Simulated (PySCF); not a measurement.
Gas-phase reaction: 2 CH₃SiHCl₂ + 2 CH₃ → 2 SiH₂Cl₂ + C₄H₁₀ (n-butane)

Method: PySCF energies plus ideal-gas RRHO corrections (1 bar). † marks an energy on the PBE0/def2-TZVP geometry and frequencies; other levels use their own. MP2 and CCSD(T) freeze the core. 6-31G* has spherical d functions here. Open shells (unrestricted): CH₃ (multiplicity 2); the rest are closed-shell singlets. B3LYP is the form with VWN-RPA correlation. MP2 isn't extrapolated to the basis-set limit. CCSD(T) isn't extrapolated to the basis-set limit.

| level | ΔH°(298 K), kJ |
|---|---|
| B3LYP/6-31G* | -273 |
| B3LYP/def2-TZVP† | ? |
| CCSD(T)/def2-SVP† | ? |
| HF/6-31G* | ? |
| HF/def2-TZVP† | -148 |
| MP2/def2-SVP† | -293 |
| PBE/def2-TZVP† | -266 |

Fill in the missing entries.


- B3LYP/def2-TZVP†, ΔH°(298 K), kJ: -248
- CCSD(T)/def2-SVP†, ΔH°(298 K), kJ: -288
- HF/6-31G*, ΔH°(298 K), kJ: -162
